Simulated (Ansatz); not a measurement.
## How methods differ on C4H6 (1-butyne)

The species is C4H6 (10 atoms), meant as a singlet with charge 0. As SMILES, `C#CCC`. The coordinates come from a PBE0-D4/def2-TZVP relaxation.

```xyz
10

C    -0.7107    1.6802   -1.3813
C    -0.0584    0.8894   -0.7565
C     0.7054   -0.0797    0.0116
C    -0.1770   -0.9899    0.8617
H    -1.2838    2.3834   -1.9375
H     1.3081   -0.6807   -0.6773
H     1.4152    0.4560    0.6507
H     0.4358   -1.7003    1.4201
H    -0.7633   -0.4066    1.5735
H    -0.8713   -1.5518    0.2350
```

Each level gives the atomisation enthalpy at 298 K (kJ/mol). The values are calculated. The thermal term (zero-point and 298 K enthalpy, harmonic and unscaled) is that of PBE0-D4/def2-TZVP; the spin-orbit lowering of the free atoms at 298 K, 0.1 kJ/mol by their spectra, is taken off.

**The experiment to reproduce.** Active Thermochemical Tables gives the atomisation enthalpy at 298 K of the gas as 4010 kJ/mol.

| level | kind | program | value (kJ/mol) | computed − measured | CPU time (all runs) |
| --- | --- | --- | --- | --- | --- |
| SVWN5/cc-pVDZ | LDA | Ansatz | 4508 | +498 | 3.3 s |
| revPBE/cc-pVDZ | GGA | Ansatz | 3898 | -112 | 5 s |
| BHLYP/cc-pVDZ | global hybrid | Ansatz | 3808 | -202 | 4.9 s |
| PBE0/cc-pVDZ | global hybrid | Ansatz | 3964 | -46 | 5.1 s |
| wB97X/cc-pVDZ | range-separated hybrid | Ansatz | 3932 | -78 | 19 s |
| B2PLYP/cc-pVDZ | double hybrid | Ansatz | 3862 | -148 | 7.1 s |
| RPA@PBE/cc-pVDZ | RPA | Ansatz | 3538 | -472 | 8.3 s |
| MP2/cc-pVDZ | perturbation theory | Ansatz | 3765 | -245 | 2.1 s |
| CCSD/cc-pVDZ | coupled cluster or CI | Ansatz | 3653 | -357 | 11 s |

Nearest: PBE0/cc-pVDZ (-46 kJ/mol); farthest: SVWN5/cc-pVDZ (+498 kJ/mol). Computed less measured by kind, in kJ/mol (cc-pVDZ rows): LDA +498; GGA -112; global hybrid -202 to -46; range-separated hybrid -78; double hybrid -148; RPA -472; perturbation theory -245; coupled cluster or CI -357. In a finite basis correlated wave-function methods underbind, so their errors here aren't those of the basis-set limit. CPU times are rough (shared hosts, several kinds of processor): they show what a rung costs within a factor of a few.
